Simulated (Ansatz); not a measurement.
Results of PBEsol+SOC in Ansatz (plane waves, PAW) for Bi2Te2Se (R-3m, No. 166; cell taken from a computed entry).

Settings: plane-wave cutoff 520 eV, 10×10×10 k mesh, Fermi–Dirac smearing 0.01 eV, PAW data made under PBE.

Cell (relaxed with PBEsol):

```cif
data_Bi6Se3Te6
_chemical_formula_sum 'Bi6 Te6 Se3'
_space_group_name_H-M_alt 'R-3m :H'
_space_group_IT_number 166
_space_group_name_Hall '-R 3 2"'
_cell_length_a 4.28856
_cell_length_b 4.28856
_cell_length_c 29.85865
_cell_angle_alpha 90.000
_cell_angle_beta 90.000
_cell_angle_gamma 120.000
loop_
_atom_site_label
_atom_site_type_symbol
_atom_site_symmetry_multiplicity
_atom_site_Wyckoff_symbol
_atom_site_fract_x
_atom_site_fract_y
_atom_site_fract_z
_atom_site_occupancy
Bi1 Bi 6 c 0.00000 0.00000 0.39440 1
Te1 Te 6 c 0.00000 0.00000 0.21312 1
Se1 Se 3 a 0.00000 0.00000 0.00000 1
```
(The calculation used a cell of 5 atoms; values per cell refer to that cell.)

Question: Estimate the band gap, smallest direct gap on the k points sampled and Γ–Γ gap that the calculation returns.

Answer: 
band gap: 0.23 eV (indirect)
smallest direct gap on the k points sampled: 0.25 eV
Γ–Γ gap: 0.71 eV

Note: cell and atoms aren't relaxed at this level (largest force component 0.17 eV/Å, pressure 0.4 GPa).

The computed numbers hold no vibrational or temperature effects.

Ansatz is an electronic-structure program.
